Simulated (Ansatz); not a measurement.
# C4H5FO: up Jacob's ladder to CCSD(T)

How much do the methods differ for C4H5FO? The plan is to run it at one geometry with functionals of several rungs and with coupled cluster. The yardstick is the atomisation energy at the CCSD(T) limit.

The runs use Ansatz 0.2.0, Gaussian basis; functionals in def2-TZVPP, the program's frozen cores in correlated methods.

The runs, in order: PBE-D4, r2SCAN-D4, PBE0-D4, B3LYP-D4, ωB97X-V, ωB97M-V, B2PLYP; CCSD(T)/def2-TZVPP; MP2/def2-QZVPP; extrapolation to the limit.

### 1 The relaxed structure

An earlier PBE0-D4 in a triple-zeta def2 set relaxation fixed the geometry.

11 atoms, charge 0, spin multiplicity 1.

Atoms are counted from 1 here; the program's logs count them from 0.

Bond lengths: C1–C2 1.492 Å, C1–H7 1.092 Å, C1–H8 1.090 Å, C1–H9 1.093 Å, C2–O3 1.469 Å, C2–C4 1.428 Å, C2–H10 1.088 Å, O3–C4 1.352 Å, C4–C5 1.312 Å, C5–F6 1.344 Å, C5–H11 1.081 Å. Angles: C2–C1–H7 110.6°, C2–C1–H8 110.6°, C2–C1–H9 109.6°, H7–C1–H8 109.2°, H7–C1–H9 108.1°, H8–C1–H9 108.6°, C1–C2–O3 116.5°, C1–C2–C4 122.7°, C1–C2–H10 116.8°, O3–C2–C4 55.6°, O3–C2–H10 112.0°, C4–C2–H10 117.4°, C2–O3–C4 60.6°, C2–C4–O3 63.7°, C2–C4–C5 157.9°, O3–C4–C5 138.4°, C4–C5–F6 120.6°, C4–C5–H11 124.9° and more.

### 2 PBE-D4 (GGA)

in.yaml

```yaml
crystal:
  periodic: [false, false, false]
  atoms:
    - {symbol: C, position_ang: [0.269886, -0.790416, 1.411130]}
    - {symbol: C, position_ang: [0.753969, 0.071847, 0.293505]}
    - {symbol: O, position_ang: [0.980681, -0.592143, -0.997505]}
    - {symbol: C, position_ang: [-0.017384, 0.313265, -0.883304]}
    - {symbol: C, position_ang: [-0.961815, 0.831943, -1.632344]}
    - {symbol: F, position_ang: [-1.808695, 1.747124, -1.130004]}
    - {symbol: H, position_ang: [1.097046, -1.356421, 1.845138]}
    - {symbol: H, position_ang: [-0.493009, -1.484406, 1.058087]}
    - {symbol: H, position_ang: [-0.163199, -0.165666, 2.196138]}
    - {symbol: H, position_ang: [1.541619, 0.784514, 0.530269]}
    - {symbol: H, position_ang: [-1.133699, 0.583358, -2.670509]}
basis:
  gaussian: {orbitals: def2-TZVPP}
hamiltonian: {xc: pbe, dispersion: d4}
output: {forces: true, orbitals: {seedname: orbitals}}
```

Started as:

```bash
> ansatz run in.yaml --threads 4 --pin off --events-out ev --progress --plain --max-ram 10444MiB
```

After this run come: r2SCAN-D4 (meta-GGA); PBE0-D4 (hybrid); B3LYP-D4 (hybrid); ωB97X-V (range-separated); ωB97M-V (range-separated); B2PLYP (double hybrid); CCSD(T) in def2-TZVPP; MP2 in def2-QZVPP.

Before running them: what should the planned runs give, taken together? Wanted: atomisation energy, CCSD(T)/CBS; farthest; mean size of error, hybrid; mean size of error, range-separated; gap, smallest and largest; T1 diagnostic; triples share of the correlation energy.

**Answer**, as computed:

| quantity | value |
| --- | --- |
| atomisation energy, CCSD(T)/CBS | 47.473 eV |
| functionals within 0.237 eV (0.5 %) | B3LYP-D4 |
| farthest | PBE-D4 (+2.169 eV) |
| mean size of error, hybrid | 0.434 eV |
| mean size of error, range-separated | 0.283 eV |
| gap, smallest and largest | 5.24 eV (PBE-D4), 12.04 eV (ωB97X-V) |
| T1 diagnostic | 0.0129 |
| triples share of the correlation energy | 4.0 % |

What this shows: PBE-D4 is off by +2.169 eV. Double hybrids carry the basis error of their MP2 part in triple zeta, and no dispersion term here, so their miss is partly the set-up's. The reference freezes the cores and leaves out relativity and excitations past (T), so misses under about 0.237 eV can't be ranked. Hartree-Fock recovers 70 % of the binding; the rest is correlation. The gap grows from 5.2 to 12.0 eV across the functionals, mostly with the share of exact exchange.
